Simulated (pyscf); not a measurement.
`[O]=[SiH2]` → `[OH][SiH]` [singlet] (hydrogen shift; singlet surface; H–Si broken, H–O formed). Structures and frequencies: ωB97X-D3(BJ)/def2-SVP in PySCF. Correlated levels are frozen-core, on RHF or UHF. ΔMP2 is the change of the MP2 total energy from the triple- to the quadruple-zeta basis. Rate constants from transition-state theory at the high-pressure limit, CCSD(T)/def2-TZVPP + ΔMP2(QZVPP) energies (ideal gas, 1 atm, RRHO with modes under 100 cm⁻¹ raised to 100, one conformer, R ln 2 for rigid chiral ones; no tunnelling), k in s⁻¹.

| T (K) | 1000/T | log10 k |
|---|---|---|
| 298 | 3.354 | -27.82 |
| 600 | 1.667 | -6.75 |
| 900 | 1.111 | ? |
| 1200 | 0.833 | 3.76 |

Question: Fit an Arrhenius line to the three values, give the activation energy, and predict k at 900 K.

Answer: Least squares gives log10 k = 14.17 − 12.52 × 1000/T, so Ea = 12.52 × ln 10 × 1.987 = 57.3 kcal/mol, against an electronic barrier of 58.7. At 900 K the line gives 0.26; the computed value is 0.26 (ΔG‡ = 53.6 kcal/mol), close to the line. One saddle was located; it need not be the lowest between these sides. The CCSD(T) − MP2 part came from Ansatz, without density fitting, on the same reference.
